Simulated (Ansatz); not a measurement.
# Worked example: vertical ionisation energy of PN (phosphorus nitride)

PN has 2 atoms, charge 0, and is taken as a singlet. As SMILES, `N#P`. The bond length is the measured one.

```xyz
2

N     0.0000    0.0000    0.0000
P     0.0000    0.0000    1.4909
```

Both states at this one shape; open shells run unrestricted unless said. 1 Eh = 27.2114 eV.

| level | program | singlet PN (Eh) | doublet PN+ (Eh) |
| --- | --- | --- | --- |
| revPBE/STO-3G | Ansatz | -391.409461 | -391.070426 |
| RPA@PBE0/aug-cc-pVTZ, 6 core orbitals frozen | Ansatz | -395.655337 | -395.215714 |

Problem. Work out the vertical ionisation energy at each level.

Solution. 
1. revPBE/STO-3G: -391.070426 − (-391.409461) = 0.339035 Eh = 9.23 eV.
2. RPA@PBE0/aug-cc-pVTZ: -395.215714 − (-395.655337) = 0.439623 Eh = 11.96 eV.

No measured value is set beside it here; the levels span 9.23 to 11.96 eV. Minimal sets are far from the basis-set limit.
